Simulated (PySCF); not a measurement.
Species: boron monofluoride, BF (singlet state).
SMILES with atom numbers: `[B:1][F:2]`

Computed with PySCF at wB97X-D/pcSseg-2, non-relativistic, on one gas-phase PBE0-D3(BJ)/def2-TZVP geometry that isn't relaxed in the solvent. The solvent is an IEF-PCM continuum (Bondi radii, 1.10 Å for H, scaled by 1.2). The model holds no explicit solvent molecules, cavitation or dispersion.

Gas phase at wB97X-D/pcSseg-2: HOMO -9.98 eV, LUMO 0.77 eV, dipole 1.04 D.

Task: What does the continuum do to the energy, the frontier levels and the dipole at wB97X-D/pcSseg-2 in chloroform?

Result: 
```
   solvent      ε  E(solvent) − E(gas) (kcal/mol)  polarisation term (kcal/mol)  distortion of the solute (kcal/mol)  HOMO (eV)  LUMO (eV)  dipole (D)
chloroform  4.711                           -0.83                         -0.91                                 0.08      -9.99       0.82        1.19
```

The first energy column is the sum of the next two and covers electrostatics alone.

Task: Which radius a makes the point-dipole formula ΔE = −[(ε − 1)/(2ε + 1)]·μ²/a³ give the value in chloroform, with the gas-phase dipole?

Result: μ = 0.410 au and |ΔE| = 0.00133 Eh give a = 1.88 Å; the farthest nucleus lies 0.63 Å from the centroid of the nuclei. The formula assumes a rigid point dipole at the centre of a sphere.

wB97X-D is run here without its empirical dispersion term; that term would change no orbital, density or response property at a fixed geometry.
